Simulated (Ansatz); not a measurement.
Consider the isomerisation: `COCN` → `CNCO`.

Gas-phase electronic energies from Ansatz, PBE0-D4/def2-TZVP geometries. CCSD(T)/CBS adds triple-zeta CCSD(T) − MP2 to the extrapolated MP2 energy (def2 sets, frozen cores). This one scheme is used for every species. DFT in def2-TZVPP. Each species was taken in one conformer, which may not be the lowest.

```tsv
level	ΔE (kcal/mol)
PBE0	-2.2
CCSD(T)/def2-TZVPP	-1.9
```

Problem. What does CCSD(T)/CBS give? (Estimate.)

Solution. Ansatz gave: -2.3 kcal/mol. The listed levels differ from it by 0.1, 0.4 kcal/mol.

Largest T1 diagnostic among the species: 0.010.
